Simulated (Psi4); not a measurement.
Psi4 input (PBE/3-21G):

```
memory 8100 MB

molecule {
0 1
H    -0.00000000   -0.00000000   -0.37201156
H     0.00000000    0.00000000    0.37201156
}

set {
  basis 3-21g
  scf_type df
}

energy('pbe')
print_variables()
```

Output:

```
-----------------------------------------------------------------------
          Psi4: An Open-Source Ab Initio Electronic Structure Package
                               Psi4 1.11 release

    D. G. A. Smith, L. A. Burns, A. C. Simmonett, R. M. Parrish,
    M. C. Schieber, R. Galvelis, P. Kraus, H. Kruse, R. Di Remigio,
    A. Alenaizan, A. M. James, S. Lehtola, J. P. Misiewicz, M. Scheurer,
    R. A. Shaw, J. B. Schriber, Y. Xie, Z. L. Glick, D. A. Sirianni,
    J. S. O'Brien, J. M. Waldrop, A. Kumar, E. G. Hohenstein,
    B. P. Pritchard, B. R. Brooks, H. F. Schaefer III, A. Yu. Sokolov,
    K. Patkowski, A. E. DePrince III, U. Bozkaya, R. A. King,
    F. A. Evangelista, J. M. Turney, T. D. Crawford, C. D. Sherrill,
    J. Chem. Phys. 152(18) 184108 (2020). https://doi.org/10.1063/5.0006002

                            Additional Code Authors
    E. T. Seidl, C. L. Janssen, E. F. Valeev, M. L. Leininger,
    J. F. Gonthier, R. M. Richard, H. R. McAlexander, M. Saitow, X. Wang,
    P. Verma, M. H. Lechner, A. Jiang, S. Behnle, A. G. Heide,
    M. F. Herbst, D. L. Poole, T. Győri, E. C. Mitchell, J. P. Pederson,
    and A. M. Wallace

             Previous Authors, Complete List of Code Contributors,
                       and Citations for Specific Modules
    https://github.com/psi4/psi4/blob/master/codemeta.json
    https://github.com/psi4/psi4/graphs/contributors
    https://psicode.org/psi4manual/master/introduction.html#citing-psifour

    -----------------------------------------------------------------------

    Threads:    4
    Addons:     a̶d̶c̶c̶, a̶m̶b̶i̶t̶, b̶s̶e̶, c̶c̶t̶3̶, c̶f̶o̶u̶r̶, c̶h̶e̶m̶p̶s̶2̶, c̶p̶p̶e̶, d̶d̶x̶,
                d̶f̶t̶d̶3̶, d̶f̶t̶d̶4̶, dkh, ecpint, einsums, f̶o̶r̶t̶e̶, gauxc, g̶c̶p̶,
                g̶d̶m̶a̶, g̶e̶o̶m̶e̶t̶r̶i̶c̶, g̶p̶u̶_̶d̶f̶c̶c̶, i̶n̶t̶e̶g̶r̶a̶t̶o̶r̶x̶x̶,
                i̶p̶i̶, l̶i̶b̶e̶f̶p̶, m̶d̶i̶, m̶p̶2̶d̶, m̶r̶c̶c̶, ooo,
                o̶p̶e̶n̶f̶e̶r̶m̶i̶o̶n̶p̶s̶i̶4̶, pcmsolver, p̶s̶i̶4̶f̶o̶c̶k̶c̶i̶, p̶s̶i̶x̶a̶s̶,
                p̶y̶e̶i̶n̶s̶u̶m̶s̶, r̶e̶s̶p̶, s̶i̶m̶i̶n̶t̶, s̶n̶s̶m̶p̶2̶,
                v̶2̶r̶d̶m̶_̶c̶a̶s̶s̶c̶f̶

  ==> Input File <==

--------------------------------------------------------------------------
memory 8100 MB

molecule {
0 1
H    -0.00000000   -0.00000000   -0.37201156
H     0.00000000    0.00000000    0.37201156
}

set {
  basis 3-21g
  scf_type df
}

energy('pbe')
print_variables()
--------------------------------------------------------------------------

   => Libint2 <=

    Primary   basis highest AM E, G, H:  7, 6, 3
    Auxiliary basis highest AM E, G, H:  7, 7, 4
    Onebody   basis highest AM E, G, H:  -, -, -
    Solid Harmonics ordering:            Gaussian

   => Loading Basis Set <=

    Name: 3-21G
    Role: ORBITAL
    Keyword: BASIS
    atoms 1-2 entry H          line    21 file 3-21g.gbs

         ---------------------------------------------------------
                                   SCF
               by Justin Turney, Rob Parrish, Andy Simmonett
                          and Daniel G. A. Smith
                              RKS Reference
                        4 Threads,   7724 MiB Core
         ---------------------------------------------------------

  ==> Geometry <==

    Molecular point group: d2h
    Full point group: D_inf_h

    Geometry (in Angstrom), charge = 0, multiplicity = 1:

       Center              X                  Y                   Z               Mass
    ------------   -----------------  -----------------  -----------------  -----------------
         H            0.000000000000     0.000000000000    -0.372011560000     1.007825032230
         H            0.000000000000     0.000000000000     0.372011560000     1.007825032230

  Running in d2h symmetry.

  Rotational constants: A = ************  B =     60.43221  C =     60.43221 [cm^-1]
  Rotational constants: A = ************  B = 1811712.12794  C = 1811712.12794 [MHz]
  Nuclear repulsion =    0.711237589861455

  Charge       = 0
  Multiplicity = 1
  Electrons    = 2
  Nalpha       = 1
  Nbeta        = 1

  ==> Algorithm <==

  SCF Algorithm Type is DF.
  DIIS enabled.
  MOM disabled.
  Fractional occupation disabled.
  Guess Type is SAD.
  Energy threshold   = 1.00e-06
  Density threshold  = 1.00e-06
  Integral threshold = 1.00e-12

  ==> Primary Basis <==

  Basis Set: 3-21G
    Blend: 3-21G
    Number of shells: 4
    Number of basis functions: 4
    Number of Cartesian functions: 4
    Spherical Harmonics?: false
    Max angular momentum: 0

  ==> DFT Potential <==

   => LibXC <=

    Version 7.1.2
    S. Lehtola, C. Steigemann, M. J. T. Oliveira, and M. A. L. Marques,  SoftwareX 7, 1–5 (2018) (10.1016/j.softx.2017.11.002)

   => Composite Functional: PBE <=

    PBE GGA Exchange-Correlation Functional

    J.P. Perdew et. al., Phys. Rev. Lett., 77(18), 3865-3868, 1996

    Deriv               =              1
    GGA                 =           TRUE
    Meta                =          FALSE

    Exchange Hybrid     =          FALSE
    MP2 Hybrid          =          FALSE

   => Exchange Functionals <=

    1.0000     XC_GGA_X_PBE

   => Correlation Functionals <=

    1.0000     XC_GGA_C_PBE

   => LibXC Density Thresholds  <==

    XC_GGA_C_PBE:  1.00E-12
    XC_GGA_X_PBE:  1.00E-15

   => Molecular Quadrature <=

    Radial Scheme          =       TREUTLER
    Pruning Scheme         =           NONE
    Nuclear Scheme         =       TREUTLER

    Blocking Scheme        =         OCTREE
    BS radius alpha        =              1
    Pruning alpha          =              1
    Radial Points          =             75
    Spherical Points       =            302
    Total Points           =          44640
    Total Blocks           =            392
    Max Points             =            256
    Max Functions          =              4
    Weights Tolerance      =       1.00E-15

   => Loading Basis Set <=

    Name: (3-21G AUX)
    Role: JKFIT
    Keyword: DF_BASIS_SCF
    atoms 1-2 entry H          line    18 file def2-universal-jkfit.gbs

  ==> Integral Setup <==

  DFHelper Memory: AOs need 0.000 GiB; user supplied 5.652 GiB.
  SCF_SUBTYPE=INCORE selected. In-core MEM_DF algorithm will be used.
  Using in-core AOs.

  ==> MemDFJK: Density-Fitted J/K Matrices <==

    J tasked:                   Yes
    K tasked:                    No
    wK tasked:                   No
    OpenMP threads:               4
    Algorithm:                 Core
    Schwarz Cutoff:           1E-12
    Mask sparsity (%):       0.0000
    Fitting Condition:        1E-10

   => Auxiliary Basis Set <=

  Basis Set: (3-21G AUX)
    Blend: DEF2-UNIVERSAL-JKFIT
    Number of shells: 12
    Number of basis functions: 40
    Number of Cartesian functions: 40
    Spherical Harmonics?: false
    Max angular momentum: 2

  Cached 100.0% of DFT collocation blocks in 0.005 [GiB].

  Minimum eigenvalue in the overlap matrix is 2.9820444085E-01.
  Reciprocal condition number of the overlap matrix is 1.7522929781E-01.
    Using symmetric orthogonalization.

  ==> Pre-Iterations <==

  SCF Guess: Superposition of Atomic Densities via on-the-fly atomic UHF (no occupation information).

   -------------------------
    Irrep   Nso     Nmo
   -------------------------
     Ag         2       2
     B1g        0       0
     B2g        0       0
     B3g        0       0
     Au         0       0
     B1u        2       2
     B2u        0       0
     B3u        0       0
   -------------------------
    Total       4       4
   -------------------------

  ==> Iterations <==

                           Total Energy        Delta E     RMS |[F,P]|

   @DF-RKS iter SAD:    -0.95904074596383   -9.59041e-01   0.00000e+00
   @DF-RKS iter   1:    -1.15357246710672   -1.94532e-01   2.43954e-02 ADIIS/DIIS
   @DF-RKS iter   2:    -1.15710452490456   -3.53206e-03   5.42891e-03 ADIIS/DIIS
   @DF-RKS iter   3:    -1.15728785263167   -1.83328e-04   4.27712e-05 DIIS
   @DF-RKS iter   4:    -1.15728786401255   -1.13809e-08   6.26660e-08 DIIS
  Energy and wave function converged.

  ==> Post-Iterations <==

   Electrons on quadrature grid:
      Ntotal   =    2.0000000002 ; deviation = 2.490e-10

    Orbital Energies [Eh]
    ---------------------

    Doubly Occupied:

       1Ag    -0.375710

    Virtual:

       1B1u    0.094606     2Ag     0.680399     2B1u    1.169585

    Final Occupation by Irrep:
             Ag   B1g   B2g   B3g    Au   B1u   B2u   B3u
    DOCC [     1,    0,    0,    0,    0,    0,    0,    0 ]
    NA   [     1,    0,    0,    0,    0,    0,    0,    0 ]
    NB   [     1,    0,    0,    0,    0,    0,    0,    0 ]

  @DF-RKS Final Energy:    -1.15728786401255

   => Energetics <=

    Nuclear Repulsion Energy =              0.7112375898614546
    One-Electron Energy =                  -2.4907284076410026
    Two-Electron Energy =                   1.3135163586757059
    DFT Exchange-Correlation Energy =      -0.6913134049087032
    Empirical Dispersion Energy =           0.0000000000000000
    VV10 Nonlocal Energy =                  0.0000000000000000
    Total Energy =                         -1.1572878640125452

Computation Completed

Properties will be evaluated at   0.000000,   0.000000,   0.000000 [a0]

Properties computed using the SCF density matrix

 Multipole Moments:

 ------------------------------------------------------------------------------------
     Multipole            Electronic (a.u.)      Nuclear  (a.u.)        Total (a.u.)
 ------------------------------------------------------------------------------------

 L = 1.  Multiply by 2.5417464519 to convert [e a0] to [Debye]
 Dipole X            :          0.0000000            0.0000000            0.0000000
 Dipole Y            :          0.0000000            0.0000000            0.0000000
 Dipole Z            :          0.0000000            0.0000000            0.0000000
 Magnitude           :                                                    0.0000000

 ------------------------------------------------------------------------------------

  Variable Map:
  ----------------------------------------------------------------------------
  "CURRENT ENERGY"              =>      -1.157287864013
  "CURRENT REFERENCE ENERGY"    =>      -1.157287864013
  "DD SOLVATION ENERGY"         =>       0.000000000000
  "DFT FUNCTIONAL TOTAL ENERGY" =>      -1.157287864013
  "DFT TOTAL ENERGY"            =>      -1.157287864013
  "DFT VV10 ENERGY"             =>       0.000000000000
  "DFT XC ENERGY"               =>      -0.691313404909
  "GRID ELECTRONS ALPHA"        =>       1.000000000125
  "GRID ELECTRONS BETA"         =>       1.000000000125
  "GRID ELECTRONS TOTAL"        =>       2.000000000249
  "NUCLEAR REPULSION ENERGY"    =>       0.711237589861
  "ONE-ELECTRON ENERGY"         =>      -2.490728407641
  "PCM POLARIZATION ENERGY"     =>       0.000000000000
  "PE ENERGY"                   =>       0.000000000000
  "SCF ITERATION ENERGY"        =>      -1.157287864013
  "SCF ITERATIONS"              =>       4.000000000000
  "SCF TOTAL ENERGY"            =>      -1.157287864013
  "TWO-ELECTRON ENERGY"         =>       1.313516358676
  "XC GRID RADIAL POINTS"       =>      75.000000000000
  "XC GRID SPHERICAL POINTS"    =>     302.000000000000
  "XC GRID TOTAL POINTS"        =>   44640.000000000000

  Array Variable Map:
  ----------------------------------------------------------------------------
  "CURRENT DIPOLE"              =>       0.000000000000 ... 0.000000000000 1 by 3
  "SCF DIPOLE"                  =>       0.000000000000 ... 0.000000000000 1 by 3
  "SCF TOTAL ENERGIES"          =>      -0.959040745964 ... -1.157287864013 1 by 5

*** Psi4 exiting successfully. Buy a developer a beer!
```
